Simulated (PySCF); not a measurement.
Gas-phase reaction: 3 AlClF₂ + 2 Al → 3 AlCl + 2 AlF₃

Computed with PySCF and rigid-rotor harmonic-oscillator thermochemistry at 1 bar. 'Table' is the NASA 1993 thermochemical table (part measured, part estimated). After a fit of one offset per element over all species, the range-separated, M06-2X, PBE0/def2-QZVP and CCSD(T)/def2-TZVPP enthalpies, where run, lie to one side of the table for AlCl (-22 kJ/mol): a fault of the table's entry, another state or a shared error of the levels is possible; this was not checked at source. † marks an energy on the PBE0/def2-TZVP geometry and frequencies. Open shells (unrestricted): Al (multiplicity 2); the rest are closed-shell singlets. Spin-orbit splitting is ignored; it lowers the true energy and changes the entropy of Al. The table's entry may be an old estimate for AlClF₂, AlCl, AlF₃ (not checked at source).

| level | ΔH°(298 K), kJ |
|---|---|
| table | -234.9 |
| BLYP/def2-TZVP† | -254.0 |
| HF/def2-TZVP† | -141.1 |
| M06-2X/def2-TZVP† | ___ |
| PBE/def2-TZVP† | ___ |
| PBE0/def2-QZVP† | ___ |

### Question
Complete the blanks.

### Answer

- M06-2X/def2-TZVP†, ΔH°(298 K), kJ: -256.1
- PBE/def2-TZVP†, ΔH°(298 K), kJ: -236.9
- PBE0/def2-QZVP†, ΔH°(298 K), kJ: -216.8
